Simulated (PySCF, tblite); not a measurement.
C5H7F.
Atom-mapped SMILES: `[CH3:1][CH2:2][C@H:3]1[CH:4]=[C:5]1[F:6]` (hydrogens: H7, H8, H9 on C1; H10, H11 on C2; H12 on C3; H13 on C4)

Computed with GFN2-xTB (tblite), gas phase: Langevin dynamics at 400 K from the optimised GFN2-xTB geometry, time step 0.5 fs, friction 0.01 fs⁻¹, 2000 steps. Over the second half of the run the saved frames average 383 K.

Frame at 250 fs, instantaneous temperature 335 K:
```
atom  x, y, z in Å
C1      1.115    0.366   -0.194
C2      0.051    0.135    0.952
C3     -1.072   -0.670    0.405
C4     -2.519   -0.486    0.762
C5     -2.088   -0.034   -0.388
F6     -2.333    0.898   -1.244
H7      2.024    0.894    0.123
H8      1.540   -0.614   -0.442
H9      0.602    0.730   -1.099
H10    -0.213    1.148    1.324
H11     0.505   -0.650    1.708
H12    -0.829   -1.692    0.095
H13    -3.268   -0.621    1.561
```

Frame at 425 fs, instantaneous temperature 366 K:
```
atom  x, y, z in Å
C1      0.997   -0.566    0.337
C2     -0.159   -0.224    1.237
C3     -1.441   -0.758    0.868
C4     -2.710   -0.176    1.481
C5     -2.552    0.044    0.179
F6     -2.882    0.844   -0.847
H7      1.782    0.125    0.275
H8      1.377   -1.460    0.713
H9      0.631   -0.677   -0.633
H10    -0.341    0.821    1.332
H11     0.226   -0.658    2.208
H12    -1.453   -1.847    0.610
H13    -3.179    0.180    2.402
```

Frame at 625 fs, instantaneous temperature 459 K:
```
atom  x, y, z in Å
C1      0.904   -1.227    0.383
C2     -0.226   -0.533    1.216
C3     -1.613   -0.744    0.649
C4     -2.744   -0.021    1.312
C5     -2.487    0.332    0.118
F6     -2.635    1.180   -0.907
H7      0.944   -0.701   -0.653
H8      1.874   -1.063    0.924
H9      0.679   -2.286    0.245
H10     0.013    0.460    1.390
H11    -0.285   -0.961    2.259
H12    -1.802   -1.778    0.282
H13    -3.153    0.022    2.251
```

Frame at 800 fs, instantaneous temperature 280 K:
```
atom  x, y, z in Å
C1      0.498   -1.227    0.255
C2     -0.448   -0.554    1.248
C3     -1.814   -0.540    0.482
C4     -2.970    0.393    0.928
C5     -2.368    0.677   -0.179
F6     -2.389    1.339   -1.311
H7      0.885   -0.620   -0.590
H8      1.396   -1.427    0.891
H9      0.236   -2.263   -0.117
H10    -0.163    0.490    1.559
H11    -0.678   -1.098    2.122
H12    -2.003   -1.519   -0.007
H13    -3.624    0.704    1.624
```

Frame at 1000 fs, instantaneous temperature 539 K:
```
atom  x, y, z in Å
C1      0.450   -0.771    0.648
C2     -0.800   -0.817    1.487
C3     -2.146   -0.909    0.800
C4     -3.324    0.136    0.851
C5     -2.721   -0.058   -0.283
F6     -2.485    0.416   -1.494
H7      0.998    0.186    0.797
H8      1.146   -1.598    0.872
H9      0.232   -0.978   -0.413
H10    -0.660    0.156    2.151
H11    -0.786   -1.648    2.213
H12    -2.501   -1.921    0.588
H13    -4.056    0.579    1.530
```

Task: What do single points at PBE0/pcSseg-1 (PySCF, gas phase) give on these frames?

Result: 
```json
{"t (fs)": "250", "GFN2-xTB E above start (eV)": "0.76", "DFT E above lowest frame (eV)": "0.33", "HOMO (eV)": "-6.84", "LUMO (eV)": "-0.02", "dipole (D)": "0.97"}
{"t (fs)": "425", "GFN2-xTB E above start (eV)": "0.74", "DFT E above lowest frame (eV)": "0.37", "HOMO (eV)": "-7.14", "LUMO (eV)": "-0.16", "dipole (D)": "1.45"}
{"t (fs)": "625", "GFN2-xTB E above start (eV)": "0.44", "DFT E above lowest frame (eV)": "0.00", "HOMO (eV)": "-7.31", "LUMO (eV)": "0.46", "dipole (D)": "1.46"}
{"t (fs)": "800", "GFN2-xTB E above start (eV)": "0.61", "DFT E above lowest frame (eV)": "0.27", "HOMO (eV)": "-6.95", "LUMO (eV)": "0.32", "dipole (D)": "1.11"}
{"t (fs)": "1000", "GFN2-xTB E above start (eV)": "0.67", "DFT E above lowest frame (eV)": "0.23", "HOMO (eV)": "-7.15", "LUMO (eV)": "0.34", "dipole (D)": "1.16"}
```

The two levels order the frames alike by energy but for pairs within 0.08 eV at one level; measured from each level's lowest frame they differ by 0.10 eV at most. The HOMO–LUMO gap runs from 6.82 to 7.77 eV. These are instantaneous structures, not minima.

Task: And the isotropic GIAO shieldings (ppm) from the same runs?

Result: 
```csv
atom,250 fs,425 fs,625 fs,800 fs,1000 fs,mean,range
C1,164.5,181.1,162.9,170.8,171.3,170.1,18.2
C2,146.0,157.9,151.7,147.5,154.7,151.6,11.9
C3,143.4,136.4,151.3,140.5,149.7,144.3,14.9
C4,95.0,90.8,108.6,99.7,100.1,98.8,17.8
C5,19.9,3.1,23.4,14.0,22.2,16.5,20.3
F6,309.7,295.9,311.1,301.4,303.5,304.3,15.2
H7,29.9,31.7,28.8,29.9,29.5,30.0,2.9
H8,30.1,31.6,29.4,29.6,29.9,30.1,2.2
H9,30.2,32.2,30.0,29.6,30.2,30.4,2.6
H10,29.6,31.3,31.9,30.0,28.1,30.2,3.8
H11,27.5,28.4,29.3,30.2,29.0,28.9,2.7
H12,28.1,27.9,29.1,28.9,28.8,28.6,1.2
H13,25.2,25.5,27.6,27.4,25.6,26.3,2.4
```

The cost below is that of the whole dynamics run. Hardware: one thread of an Intel Xeon Platinum 8488C (shared host). Cost: 11 s wall, 0.18 GiB resident at most.
